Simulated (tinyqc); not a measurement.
Worked calculation (part 1 of 2): CIS and TDHF on RHF in the sto-3g basis, frozen core, for H2O, spin multiplicity 1. Computed by tinyqc, a small Python program that keeps every step (integrals from PySCF). Settings: charge = 0, multiplicity = 1, basis = sto-3g, method = RHF, frozen orbitals = 1, energy threshold = 1e-10, iteration cap = 64, orthogonalisation = canonical, start = Wolfsberg-Helmholz matrix, DIIS depth = 6, TDHF = 1. Command: `OMP_NUM_THREADS=1 python tinyqc.py 22649 22650 out.jsonl` (the two numbers bound the seeds that draw the settings). One thread of a shared host (Intel(R) Xeon(R) Processor @ 2.60GHz), about 0.07 s of CPU time with the checks. Later iterations appear only in the table of the cycle.

## One-electron integrals

Geometry (angstrom):

| atom | x | y | z |
|---|---|---|---|
| O | 0.00000 | 0.00000 | 0.00000 |
| H | 0.00000 | 0.81500 | 0.76700 |
| H | 0.00000 | -0.81500 | 0.76700 |

Basis sto-3g: exponents (1/bohr^2) and contraction coefficients of normalised primitives:

| element | l (shell) | exponent | coefficient |
|---|---|---|---|
| O | s (1) | 130.70932 | 0.15433 |
| O | s (1) | 23.80886 | 0.53533 |
| O | s (1) | 6.44361 | 0.44463 |
| O | s (2) | 5.03315 | -0.09997 |
| O | s (2) | 1.16960 | 0.39951 |
| O | s (2) | 0.38039 | 0.70012 |
| O | p (3) | 5.03315 | 0.15592 |
| O | p (3) | 1.16960 | 0.60768 |
| O | p (3) | 0.38039 | 0.39196 |
| H | s (1) | 3.42525 | 0.15433 |
| H | s (1) | 0.62391 | 0.53533 |
| H | s (1) | 0.16886 | 0.44463 |

Overlap, kinetic and nuclear-attraction integrals over the contracted functions; the nuclear repulsion is the sum of Za Zb / Rab.

nuclear repulsion = 7.8900125 hartree

overlap S, lower triangle:
```
          1O 1s    1O 2s   1O 2px    1O 2py   1O 2pz    2H 1s    3H 1s
1O 1s   1.00000
1O 2s   0.23670  1.00000
1O 2px  0.00000  0.00000  1.00000
1O 2py  0.00000  0.00000  0.00000   1.00000
1O 2pz  0.00000  0.00000  0.00000   0.00000  1.00000
2H 1s   0.03670  0.37507  0.00000   0.24272  0.22843  1.00000
3H 1s   0.03670  0.37507  0.00000  -0.24272  0.22843  0.21245  1.00000
```

kinetic energy T (hartree), lower triangle:
```
           1O 1s    1O 2s   1O 2px    1O 2py   1O 2pz    2H 1s    3H 1s
1O 1s   29.00320
1O 2s   -0.16801  0.80813
1O 2px   0.00000  0.00000  2.52873
1O 2py   0.00000  0.00000  0.00000   2.52873
1O 2pz   0.00000  0.00000  0.00000   0.00000  2.52873
2H 1s   -0.00867  0.06422  0.00000   0.12780  0.12027  0.76003
3H 1s   -0.00867  0.06422  0.00000  -0.12780  0.12027  0.00072  0.76003
```

nuclear attraction V (hartree), lower triangle:
```
            1O 1s     1O 2s    1O 2px    1O 2py    1O 2pz     2H 1s     3H 1s
1O 1s   -61.56413
1O 2s    -7.40692  -9.99329
1O 2px    0.00000   0.00000  -9.86267
1O 2py    0.00000   0.00000   0.00000  -9.95400
1O 2pz   -0.01556  -0.19087   0.00000   0.00000  -9.94356
2H 1s    -1.17579  -2.87929   0.00000  -1.63463  -1.59486  -5.26050
3H 1s    -1.17579  -2.87929   0.00000   1.63463  -1.59486  -1.21010  -5.26050
```

core Hamiltonian H = T + V (hartree), lower triangle:
```
            1O 1s     1O 2s    1O 2px    1O 2py    1O 2pz     2H 1s     3H 1s
1O 1s   -32.56093
1O 2s    -7.57493  -9.18517
1O 2px    0.00000   0.00000  -7.33394
1O 2py    0.00000   0.00000   0.00000  -7.42527
1O 2pz   -0.01556  -0.19087   0.00000   0.00000  -7.41483
2H 1s    -1.18447  -2.81507   0.00000  -1.50683  -1.47459  -4.50047
3H 1s    -1.18447  -2.81507   0.00000   1.50683  -1.47459  -1.20938  -4.50047
```

## Two-electron integrals

Functions are numbered as in S; the eight-fold symmetry (ij|kl) = (ji|kl) = (kl|ij) leaves the list below.

Two-electron integrals (ij|kl) in chemists' order, unique and non-zero (hartree):
```
(11|11) 4.78507    (21|11) 0.74138    (21|21) 0.13687    (22|11) 1.11895
(22|21) 0.25663    (22|22) 0.81721    (31|31) 0.02448    (32|31) 0.03781
(32|32) 0.18052    (33|11) 1.11581    (33|21) 0.25668    (33|22) 0.81702
(33|33) 0.88016    (41|41) 0.02448    (42|41) 0.03781    (42|42) 0.18052
(43|43) 0.04744    (44|11) 1.11581    (44|21) 0.25668    (44|22) 0.81702
(44|33) 0.78527    (44|44) 0.88016    (51|51) 0.02448    (52|51) 0.03781
(52|52) 0.18052    (53|53) 0.04744    (54|54) 0.04744    (55|11) 1.11581
(55|21) 0.25668    (55|22) 0.81702    (55|33) 0.78527    (55|44) 0.78527
(55|55) 0.88016    (61|11) 0.11632    (61|21) 0.02131    (61|22) 0.03976
(61|33) 0.03968    (61|41) 0.00071    (61|42) 0.00134    (61|44) 0.03981
(61|51) 0.00067    (61|52) 0.00126    (61|54) 0.00012    (61|55) 0.03979
(61|61) 0.00336    (62|11) 0.30257    (62|21) 0.07035    (62|22) 0.25043
(62|33) 0.24603    (62|41) 0.00385    (62|42) 0.03028    (62|44) 0.25290
(62|51) 0.00363    (62|52) 0.02850    (62|54) 0.00647    (62|55) 0.25212
(62|61) 0.01119    (62|62) 0.09759    (63|31) 0.00712    (63|32) 0.04232
(63|43) 0.00618    (63|53) 0.00581    (63|63) 0.01342    (64|11) 0.16475
(64|21) 0.03878    (64|22) 0.14738    (64|33) 0.14080    (64|41) 0.00897
(64|42) 0.05905    (64|44) 0.15698    (64|51) 0.00174    (64|52) 0.01575
(64|54) 0.00941    (64|55) 0.14419    (64|61) 0.00642    (64|62) 0.06980
(64|64) 0.06277    (65|11) 0.15505    (65|21) 0.03650    (65|22) 0.13870
(65|33) 0.13251    (65|41) 0.00174    (65|42) 0.01575    (65|44) 0.13611
(65|51) 0.00876    (65|52) 0.05714    (65|54) 0.00957    (65|55) 0.14733
(65|61) 0.00604    (65|62) 0.06569    (65|64) 0.04645    (65|65) 0.05713
(66|11) 0.46341    (66|21) 0.10948    (66|22) 0.44857    (66|33) 0.43103
(66|41) 0.00731    (66|42) 0.08057    (66|44) 0.45864    (66|51) 0.00687
(66|52) 0.07582    (66|54) 0.02598    (66|55) 0.45548    (66|61) 0.01753
(66|62) 0.22687    (66|64) 0.18518    (66|65) 0.17427    (66|66) 0.77461
(71|11) 0.11632    (71|21) 0.02131    (71|22) 0.03976    (71|33) 0.03968
(71|41) -0.00071   (71|42) -0.00134   (71|44) 0.03981    (71|51) 0.00067
(71|52) 0.00126    (71|54) -0.00012   (71|55) 0.03979    (71|61) 0.00332
(71|62) 0.01088    (71|64) 0.00574    (71|65) 0.00588    (71|66) 0.01693
(71|71) 0.00336    (72|11) 0.30257    (72|21) 0.07035    (72|22) 0.25043
(72|33) 0.24603    (72|41) -0.00385   (72|42) -0.03028   (72|44) 0.25290
(72|51) 0.00363    (72|52) 0.02850    (72|54) -0.00647   (72|55) 0.25212
(72|61) 0.01088    (72|62) 0.07969    (72|64) 0.03936    (72|65) 0.05226
(72|66) 0.15209    (72|71) 0.01119    (72|72) 0.09759    (73|31) 0.00712
(73|32) 0.04232    (73|43) -0.00618   (73|53) 0.00581    (73|63) 0.01062
(73|73) 0.01342    (74|11) -0.16475   (74|21) -0.03878   (74|22) -0.14738
(74|33) -0.14080   (74|41) 0.00897    (74|42) 0.05905    (74|44) -0.15698
(74|51) -0.00174   (74|52) -0.01575   (74|54) 0.00941    (74|55) -0.14419
(74|61) -0.00574   (74|62) -0.03936   (74|64) -0.00924   (74|65) -0.02528
(74|66) -0.06759   (74|71) -0.00642   (74|72) -0.06980   (74|74) 0.06277
(75|11) 0.15505    (75|21) 0.03650    (75|22) 0.13870    (75|33) 0.13251
(75|41) -0.00174   (75|42) -0.01575   (75|44) 0.13611    (75|51) 0.00876
(75|52) 0.05714    (75|54) -0.00957   (75|55) 0.14733    (75|61) 0.00588
(75|62) 0.05226    (75|64) 0.02528    (75|65) 0.04439    (75|66) 0.10909
(75|71) 0.00604    (75|72) 0.06569    (75|74) -0.04645   (75|75) 0.05713
(76|11) 0.11804    (76|21) 0.02774    (76|22) 0.10863    (76|33) 0.10578
(76|44) 0.10757    (76|51) 0.00213    (76|52) 0.02062    (76|55) 0.11243
(76|61) 0.00438    (76|62) 0.04354    (76|64) 0.02697    (76|65) 0.03295
(76|66) 0.10984    (76|71) 0.00438    (76|72) 0.04354    (76|74) -0.02697
(76|75) 0.03295    (76|76) 0.02491    (77|11) 0.46341    (77|21) 0.10948
(77|22) 0.44857    (77|33) 0.43103    (77|41) -0.00731   (77|42) -0.08057
(77|44) 0.45864    (77|51) 0.00687    (77|52) 0.07582    (77|54) -0.02598
(77|55) 0.45548    (77|61) 0.01693    (77|62) 0.15209    (77|64) 0.06759
(77|65) 0.10909    (77|66) 0.32052    (77|71) 0.01753    (77|72) 0.22687
(77|74) -0.18518   (77|75) 0.17427    (77|76) 0.10984    (77|77) 0.77461
```

## Orthogonalisation

S = U s U^T; canonical form X = U s^(-1/2), so that X^T S X = 1. Each column of U has its largest component positive (the first on a tie).

eigenvalues of S: 0.44702  0.53446  0.87825  1.00000  1.11204  1.25310  1.77513

X:
```
               1         2         3        4         5         6        7
1O 1s   -0.34927   0.00000   0.72728  0.00000   0.62286   0.00000  0.16700
1O 2s    1.01343   0.00000  -0.31896  0.00000   0.34002   0.00000  0.42655
1O 2px   0.00000   0.00000   0.00000  1.00000   0.00000   0.00000  0.00000
1O 2py   0.00000   0.81177   0.00000  0.00000   0.00000   0.71901  0.00000
1O 2pz   0.52615   0.00000   0.66691  0.00000  -0.59430   0.00000  0.22872
2H 1s   -0.63686  -0.77849  -0.17772  0.00000  -0.14575   0.37487  0.38807
3H 1s   -0.63686   0.77849  -0.17772  0.00000  -0.14575  -0.37487  0.38807
```

## Starting guess

The start is the generalised Wolfsberg-Helmholz matrix (K = 1.75) built on H; D = 2 C_occ C_occ^T.

D at the start, lower triangle:
```
           1O 1s     1O 2s   1O 2px    1O 2py   1O 2pz    2H 1s    3H 1s
1O 1s    2.07046
1O 2s   -0.29543   1.32506
1O 2px   0.00000   0.00000  2.00000
1O 2py   0.00000   0.00000  0.00000   1.58008
1O 2pz   0.10399  -0.38198  0.00000   0.00000  1.82054
2H 1s   -0.12828   0.34725  0.00000   0.32444  0.13235  0.19063
3H 1s   -0.12828   0.34725  0.00000  -0.32444  0.13235  0.05740  0.19063
```

## Iteration 1: building the Fock matrix

J_ij = sum D_kl (ij|kl), K_ij = sum D_kl (ik|jl); F = H + J - 0.5 K; E = tr D H + tr D J / 2 - 0.25 tr D K + E_nn.

Coulomb J (hartree), lower triangle:
```
           1O 1s     1O 2s   1O 2px    1O 2py   1O 2pz    2H 1s    3H 1s
1O 1s   17.82471
1O 2s    3.38179   8.43602
1O 2px   0.00000   0.00000  8.42265
1O 2py   0.00000   0.00000  0.00000   8.42592
1O 2pz  -0.00934  -0.00915  0.00000   0.00000  8.43635
2H 1s    0.52652   2.54313  0.00000   1.48368  1.39980  4.56339
3H 1s    0.52652   2.54313  0.00000  -1.48368  1.39980  1.09827  4.56339
```

exchange K (hartree), lower triangle:
```
          1O 1s     1O 2s   1O 2px    1O 2py   1O 2pz    2H 1s    3H 1s
1O 1s   9.75566
1O 2s   1.71179   2.60201
1O 2px  0.00000   0.00000  2.26175
1O 2py  0.00000   0.00000  0.00000   2.14852
1O 2pz  0.00939  -0.11727  0.00000   0.00000  2.23191
2H 1s   0.27422   0.92723  0.00000   0.51844  0.44265  0.81545
3H 1s   0.27422   0.92723  0.00000  -0.51844  0.44265  0.35814  0.81545
```

Fock matrix F (hartree), lower triangle:
```
            1O 1s     1O 2s    1O 2px    1O 2py    1O 2pz     2H 1s     3H 1s
1O 1s   -19.61404
1O 2s    -5.04904  -2.05015
1O 2px    0.00000   0.00000  -0.04217
1O 2py    0.00000   0.00000   0.00000  -0.07361
1O 2pz   -0.02960  -0.14138   0.00000   0.00000  -0.09444
2H 1s    -0.79506  -0.73556   0.00000  -0.28237  -0.29611  -0.34480
3H 1s    -0.79506  -0.73556   0.00000   0.28237  -0.29611  -0.29018  -0.34480
```

total energy of this density = -74.4486124 hartree

## Iteration 1: diagonalisation and new density

Diagonalise F' = X^T F X, C = X C', fill 5 alpha and 5 beta electrons from the bottom; D = 2 C_occ C_occ^T. Each column has its largest component positive (the first on a tie).

F' = X^T F X (hartree), lower triangle:
```
          1        2         3         4         5         6         7
1  -0.01667
2   0.00000  0.59908
3   2.01890  0.00000  -7.90671
4   0.00000  0.00000   0.00000  -0.04217
5   1.83570  0.00000  -8.60189   0.00000  -9.63428
6   0.00000  0.13317   0.00000   0.00000   0.00000  -0.35784
7   0.56436  0.00000  -3.60278   0.00000  -4.14939   0.00000  -2.66363
```

orbital energies (hartree): MO1 -19.62425, MO2 -0.95473, MO3 -0.37603, MO4 -0.17644, MO5 -0.04217, MO6 0.53413, MO7 0.61726

coefficients C:
```
             MO1       MO2       MO3       MO4      MO5       MO6       MO7
1O 1s    0.99378  -0.21170   0.00000   0.13326  0.00000  -0.12885   0.00000
1O 2s    0.02675   0.73927   0.00000  -0.60881  0.00000   0.71306   0.00000
1O 2px   0.00000   0.00000   0.00000   0.00000  1.00000   0.00000   0.00000
1O 2py   0.00000   0.00000   0.60255   0.00000  0.00000   0.00000   0.90159
1O 2pz   0.00390   0.15954   0.00000   0.72644  0.00000   0.75759   0.00000
2H 1s   -0.00514   0.24991   0.47677   0.27696  0.00000  -0.68544  -0.72060
3H 1s   -0.00514   0.24991  -0.47677   0.27696  0.00000  -0.68544   0.72060
```

D after iteration 1, lower triangle:
```
           1O 1s     1O 2s   1O 2px    1O 2py   1O 2pz     2H 1s    3H 1s
1O 1s    2.10034
1O 2s   -0.42210   1.83578
1O 2px   0.00000   0.00000  2.00000
1O 2py   0.00000   0.00000  0.00000   0.72612
1O 2pz   0.13382  -0.64844  0.00000   0.00000  1.10635
2H 1s   -0.04222   0.03199  0.00000   0.57455  0.48209   0.73300
3H 1s   -0.04222   0.03199  0.00000  -0.57455  0.48209  -0.17622  0.73300
```

## Iteration 8 (converged): orbitals

converged F (hartree), lower triangle:
```
            1O 1s     1O 2s    1O 2px    1O 2py    1O 2pz     2H 1s     3H 1s
1O 1s   -20.26810
1O 2s    -5.16577  -2.41421
1O 2px    0.00000   0.00000  -0.39371
1O 2py    0.00000   0.00000   0.00000  -0.22719
1O 2pz   -0.02497  -0.07542   0.00000   0.00000  -0.26809
2H 1s    -0.81624  -0.77833   0.00000  -0.33227  -0.34881  -0.40810
3H 1s    -0.81624  -0.77833   0.00000   0.33227  -0.34881  -0.27920  -0.40810
```

As before.

F' = X^T F X (hartree), lower triangle:
```
          1        2         3         4          5         6         7
1  -0.24736
2   0.00000  0.53397
3   2.23476  0.00000  -8.31342
4   0.00000  0.00000   0.00000  -0.39371
5   1.82585  0.00000  -8.76138   0.00000  -10.07529
6   0.00000  0.11238   0.00000   0.00000    0.00000  -0.51191
7   0.47154  0.00000  -3.68334   0.00000   -4.27709   0.00000  -2.82888
```

orbital energies (hartree): MO1 -20.27629, MO2 -1.21160, MO3 -0.52385, MO4 -0.45609, MO5 -0.39371, MO6 0.47902, MO7 0.54591

coefficients C:
```
             MO1       MO2       MO3       MO4      MO5       MO6       MO7
1O 1s    0.99449  -0.23966   0.00000   0.09652  0.00000  -0.10491   0.00000
1O 2s    0.02373   0.89116   0.00000  -0.49059  0.00000   0.62525   0.00000
1O 2px   0.00000   0.00000   0.00000   0.00000  1.00000   0.00000   0.00000
1O 2py   0.00000   0.00000   0.62923   0.00000  0.00000   0.00000   0.88318
1O 2pz   0.00319   0.08636   0.00000   0.71311  0.00000   0.78174   0.00000
2H 1s   -0.00435   0.14059   0.45501   0.34470  0.00000  -0.68587  -0.73453
3H 1s   -0.00435   0.14059  -0.45501   0.34470  0.00000  -0.68587   0.73453
```

D after iteration 8, lower triangle:
```
           1O 1s     1O 2s   1O 2px    1O 2py   1O 2pz     2H 1s    3H 1s
1O 1s    2.11153
1O 2s   -0.47466   2.07080
1O 2px   0.00000   0.00000  2.00000
1O 2py   0.00000   0.00000  0.00000   0.79185
1O 2pz   0.10261  -0.54561  0.00000   0.00000  1.03198
2H 1s   -0.00949  -0.08784  0.00000   0.57261  0.51588   0.69129
3H 1s   -0.00949  -0.08784  0.00000  -0.57261  0.51588  -0.13686  0.69129
```

## Convergence

Stop when the energy changes by less than 1e-10 hartree and every element of the error matrix X^T (F D S - S D F) X is below 3e-06.

Course of the cycle:

| iteration | E (hartree) | change | largest element of the error matrix |
|---|---|---|---|
| 1 | -74.4486124 | - | 6.72e-01 |
| 2 | -74.9159319 | -4.67e-01 | 1.59e-01 |
| 3 | -74.9339554 | -1.80e-02 | 4.67e-02 |
| 4 | -74.9357709 | -1.82e-03 | 9.73e-03 |
| 5 | -74.9358673 | -9.65e-05 | 2.25e-03 |
| 6 | -74.9358833 | -1.60e-05 | 3.87e-05 |
| 7 | -74.9358833 | -2.40e-09 | 3.20e-07 |
| 8 | -74.9358833 | -4.26e-14 | 1.73e-09 |

PySCF RHF in the same basis = -74.9358833 hartree

Converged in 8 iterations.

## Populations, bond orders and dipole

Mulliken: Z minus the diagonal of D S on the atom; Loewdin: the same with S^(1/2) D S^(1/2); Mayer order: 2 sum_s sum (D(s) S)_ij (D(s) S)_ji over the two atoms.

Charges (e):

| atom | Mulliken | Loewdin |
|---|---|---|
| 1O | -0.22852 | -0.16762 |
| 2H | 0.11426 | 0.08381 |
| 3H | 0.11426 | 0.08381 |

Mayer bond orders:

| pair | order |
|---|---|
| 2-1 | 0.98497 |
| 3-1 | 0.98497 |
| 3-2 | 0.00197 |

dipole moment about the origin, x y z (debye): 0.00000  0.00000  1.55328

## Integrals over molecular orbitals

(pq|rs) = sum C_ip C_jq C_kr C_ls (ij|kl), one index at a time.

one-electron integrals over orbitals h = C^T H C (hartree), lower triangle:
```
           1         2         3         4         5         6         7
1  -32.54450
2    0.56797  -7.56163
3    0.00000   0.00000  -6.02826
4   -0.21727   0.54485   0.00000  -6.49603
5    0.00000   0.00000   0.00000   0.00000  -7.33394
6    0.23911  -1.19056   0.00000  -1.36305   0.00000  -5.39236
7    0.00000   0.00000  -1.74465   0.00000   0.00000   0.00000  -5.43303
```

Two-electron integrals over orbitals (pq|rs), unique and non-zero (hartree); the lowest 1 orbital is frozen and left out:
```
(22|22) 0.72554    (32|32) 0.12941    (33|22) 0.62023    (33|33) 0.59743
(42|22) -0.02578   (42|33) 0.00219    (42|42) 0.12911    (43|32) 0.02512
(43|43) 0.05748    (44|22) 0.65144    (44|33) 0.56569    (44|42) -0.08836
(44|44) 0.68227    (52|52) 0.15045    (53|53) 0.02702    (54|52) -0.04585
(54|54) 0.04797    (55|22) 0.75476    (55|33) 0.60684    (55|42) -0.08416
(55|44) 0.67877    (55|55) 0.88016    (62|22) 0.13115    (62|33) 0.07031
(62|42) 0.03263    (62|44) 0.05535    (62|55) 0.13813    (62|62) 0.09633
(63|32) -0.02923   (63|43) -0.03530   (63|63) 0.06762    (64|22) 0.12999
(64|33) 0.05289    (64|42) -0.05998   (64|44) 0.13170    (64|55) 0.15601
(64|62) 0.05562    (64|64) 0.10651    (65|52) 0.04900    (65|54) 0.00640
(65|65) 0.03448    (66|22) 0.60383    (66|33) 0.55440    (66|42) 0.04280
(66|44) 0.55144    (66|55) 0.58815    (66|62) 0.09669    (66|64) 0.05765
(66|66) 0.59095    (72|32) 0.05349    (72|43) -0.03321   (72|63) 0.03055
(72|72) 0.06678    (73|22) 0.16155    (73|33) 0.09025    (73|42) -0.08368
(73|44) 0.13209    (73|55) 0.20199    (73|62) 0.06567    (73|64) 0.10812
(73|66) 0.04750    (73|73) 0.16414    (74|32) -0.07461   (74|43) -0.01653
(74|63) 0.05328    (74|72) -0.01522   (74|74) 0.07467    (75|53) 0.02375
(75|75) 0.02399    (76|32) 0.08091    (76|43) 0.06230    (76|63) -0.05856
(76|72) -0.00741   (76|74) -0.06228   (76|76) 0.10784    (77|22) 0.60095
(77|33) 0.58083    (77|42) -0.01362   (77|44) 0.56826    (77|55) 0.59812
(77|62) 0.05790    (77|64) 0.04713    (77|66) 0.55226    (77|73) 0.08413
(77|77) 0.58754
```

## CIS matrix, singlets

A(ia,jb) = (e_a - e_i) d_ij d_ab + 2 (ia|jb) - (ij|ab).

CIS matrix A, singlet (hartree), lower triangle:
```
         2>6       2>7      3>6      3>7      4>6      4>7      5>6      5>7
2>6  1.27944
2>7  0.00000   1.29010
3>6  0.00000  -0.01982  0.58372
3>7  0.05043   0.00000  0.00000  0.81720
4>6  0.06845   0.00000  0.00000  0.15393  0.59667
4>7  0.00000  -0.01682  0.04426  0.00000  0.00000  0.58307
5>6  0.00000   0.00000  0.00000  0.00000  0.00000  0.00000  0.35355
5>7  0.00000   0.00000  0.00000  0.00000  0.00000  0.00000  0.00000  0.38949
```

## CIS singlet states

dipole integrals <i|r|a> (bohr):
```
           x         y         z
2>6  0.00000   0.00000  -0.06362
2>7  0.00000  -0.05576   0.00000
3>6  0.00000  -0.81639   0.00000
3>7  0.00000   0.00000  -0.78119
4>6  0.00000   0.00000  -0.71146
4>7  0.00000  -0.79434   0.00000
5>6  0.06361   0.00000   0.00000
5>7  0.00000   0.00000   0.00000
```

Diagonalise A (1 hartree = 27.211386 eV); each vector has its largest component positive (the first on a tie). The transition dipole is mu = sqrt2 sum c_ia <i|r|a>.

singlet excitation energies (eV): 9.62048  10.59864  14.03238  14.67043  17.05164  23.99625  35.13317  35.26026

lowest vectors:
```
     state 1  state 2   state 3   state 4  state 5   state 6
2>6  0.00000  0.00000  -0.05048   0.00000  0.00000  -0.18626
2>7  0.00000  0.00000   0.00000  -0.00273  0.03902   0.00000
3>6  0.00000  0.00000   0.00000  -0.70507  0.70852   0.00000
3>7  0.00000  0.00000  -0.44739   0.00000  0.00000   0.88258
4>6  0.00000  0.00000   0.89291   0.00000  0.00000   0.43169
4>7  0.00000  0.00000   0.00000   0.70913  0.70461   0.00000
5>6  1.00000  0.00000   0.00000   0.00000  0.00000   0.00000
5>7  0.00000  1.00000   0.00000   0.00000  0.00000   0.00000
```

oscillator strengths 2/3 w |mu|^2: 0.00191  0.00000  0.05490  0.00011  1.08642  1.14018
